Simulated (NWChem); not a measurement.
System: phenol (C6H6O); SMILES Oc1ccccc1

NWChem input:

```
start job
memory heap 200 mb stack 900 mb global 1100 mb
geometry units angstroms noautoz
  O     -0.073821    -2.297541     0.000000
  C     -0.012710    -0.948785     0.000000
  C     -1.219480    -0.240031     0.000000
  C     -1.205372     1.150685     0.000000
  C      0.001026     1.853786     0.000000
  C      1.200148     1.144416     0.000000
  C      1.198849    -0.249534     0.000000
  H      0.820059    -2.655604     0.000000
  H     -2.155652    -0.801921     0.000000
  H     -2.153702     1.694240     0.000000
  H      0.004963     2.945715     0.000000
  H      2.153950     1.678140     0.000000
  H      2.144439    -0.801637     0.000000
end
basis spherical
  * library 6-31g*
end
dft
  xc xpbe96 cpbe96
  iterations 150
  mulliken
end
task dft energy
```

Structure relaxed at the PBE0/def2-SVP level.

Question: What results follow from this input? (PBE/6-31G* (spherical d).) Quantities: energy (Ha); highest occupied level (eV); orbital gap (eV); dipole (D).

Answer: 
- energy (Ha) = -307.08
- highest occupied level (eV) = -5.08
- orbital gap (eV) = 4.41
- dipole (D) = 1.36
